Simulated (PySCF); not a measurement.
CH4O, SMILES CO. Coordinates come from a ωB97X-D3(BJ)/def2-TZVP optimisation.

Calculation: ωB97X-D3(BJ)/def2-TZVP (PySCF).

Harmonic wavenumbers (cm⁻¹): 300, 1068, 1101, 1179, 1377, 1489, 1504, 1516, 3024, 3078, 3146, 3881. Rotational constants (GHz): 128.1, 24.81, 23.95; symmetry number 1.

Question: Work out the zero-point energy and the ideal-gas rigid-rotor harmonic-oscillator thermochemistry at 298.15 K and 1 atm.

Answer: ZPE = ½ Σ hcν = ½ × 22662 cm⁻¹ = 32.40 kcal/mol. H − E(el) = 35.09 kcal/mol. Entropy in cal/(mol K): translation 36.33, rotation 18.99, vibration 1.65, total 56.96. G − E(el) = 18.11 kcal/mol. Cp = 10.77 cal/(mol K).
